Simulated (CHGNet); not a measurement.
## B20 (FeSi-type) FeSi

Level of theory: the machine-learned potential CHGNet-r²SCAN (trained on r²SCAN data).

Cell: relaxed at this level.

For B20 (FeSi-type) FeSi, the lattice constant a comes out as 4.398 Å and the volume per atom is 10.63 Å³/atom. The elastic constant C11 is 101 GPa and the elastic constant C12 comes out as 68.6 GPa. The elastic constant C44 is 7.87 GPa.

Measured, for comparison: lattice constant a 4.483 Å, equilibrium volume per atom 11.26 Å³/atom (temperature not stated, not corrected to a static lattice; as tabulated in Wikipedia's data pages); elastic constant C11 317 GPa, elastic constant C12 113 GPa, elastic constant C44 125 GPa (temperature not stated, not corrected to a static lattice; as tabulated in S\"ule et al. (2014), arXiv:1401.1310). Computed (rounded) less measured: lattice constant a -1.9 %, equilibrium volume per atom -5.6 %, elastic constant C11 -68 %, elastic constant C12 -39 %, elastic constant C44 -94 %. A static lattice is as a rule a little smaller and stiffer than an uncorrected measurement, which narrows the difference in the lattice constant a and would widen misses of the other sign.

A machine-learned potential is trained on density-functional data: it inherits that level's misses and adds fitting errors of its own.

Note: the model gives imaginary modes for this phase (in the spectrum interpolated from a supercell); this model's volume lies 6 % below that of the starting cell (a measured, published or database cell).

Elastic constants are with the ions relaxed.
